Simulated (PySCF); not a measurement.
Molecule (SMILES): ClCCl.
Geometry (B3LYP-D3(BJ)/def2-TZVP, fixed):
```xyz
5

C      0.0039     0.0052     0.7673
Cl    -0.0175     1.4825    -0.2263
Cl     0.0153    -1.4855    -0.2061
H     -0.8904    -0.0005     1.3784
H      0.9045     0.0193     1.3690
```
Charge 0, spin multiplicity 1.

How fast the isotropic shielding of Cl2 converges with the basis for several methods (PySCF): deviation from each method's own reference, in ppm. References: HF 796.67 ppm, the value in pcseg-3; PBE 697.18 ppm, the value in pcseg-3; PBE0 732.54 ppm, the value in pcseg-3. All functions are spherical. No added dispersion term, no relativity. GIAO; atoms are numbered in the order shown.

```json
[
 {"basis": "def2-SVP", "functions": "60", "HF": "91.74", "PBE": "82.33", "PBE0": "?"},
 {"basis": "6-311+G**", "functions": "94", "HF": "25.43", "PBE": "19.33", "PBE0": "?"},
 {"basis": "aug-cc-pV(D+d)Z", "functions": "105", "HF": "29.17", "PBE": "28.72", "PBE0": "?"},
 {"basis": "6-311++G(2d,2p)", "functions": "117", "HF": "12.61", "PBE": "11.31", "PBE0": "?"},
 {"basis": "cc-pV(T+d)Z", "functions": "136", "HF": "25.13", "PBE": "30.04", "PBE0": "?"},
 {"basis": "def2-TZVPP", "functions": "143", "HF": "-0.16", "PBE": "2.00", "PBE0": "?"},
 {"basis": "6-311++G(3df,3pd)", "functions": "169", "HF": "8.70", "PBE": "4.88", "PBE0": "?"},
 {"basis": "def2-TZVPPD", "functions": "173", "HF": "-7.48", "PBE": "-7.44", "PBE0": "?"},
 {"basis": "aug-pcseg-2", "functions": "192", "HF": "5.15", "PBE": "6.41", "PBE0": "?"},
 {"basis": "aug-cc-pV(T+d)Z", "functions": "202", "HF": "16.69", "PBE": "21.75", "PBE0": "?"},
 {"basis": "pcseg-3", "functions": "254", "HF": "0.00", "PBE": "0.00", "PBE0": "?"},
 {"basis": "def2-QZVPP", "functions": "257", "HF": "2.54", "PBE": "4.90", "PBE0": "?"}
]
```

Q: Some entries are withheld; supply them.

A: 
- def2-SVP, PBE0: 82.55
- 6-311+G**, PBE0: 20.23
- aug-cc-pV(D+d)Z, PBE0: 27.45
- 6-311++G(2d,2p), PBE0: 11.22
- cc-pV(T+d)Z, PBE0: 27.81
- def2-TZVPP, PBE0: 0.84
- 6-311++G(3df,3pd), PBE0: 5.65
- def2-TZVPPD, PBE0: -7.18
- aug-pcseg-2, PBE0: 6.00
- aug-cc-pV(T+d)Z, PBE0: 20.33
- pcseg-3, PBE0: 0.00
- def2-QZVPP, PBE0: 4.20

Mean absolute deviation over 6-311+G**, 6-311++G(2d,2p), cc-pV(T+d)Z, def2-TZVPP, 6-311++G(3df,3pd), def2-TZVPPD, aug-pcseg-2, aug-cc-pV(T+d)Z: PBE0 12.41, HF 12.67, PBE 12.89 ppm.
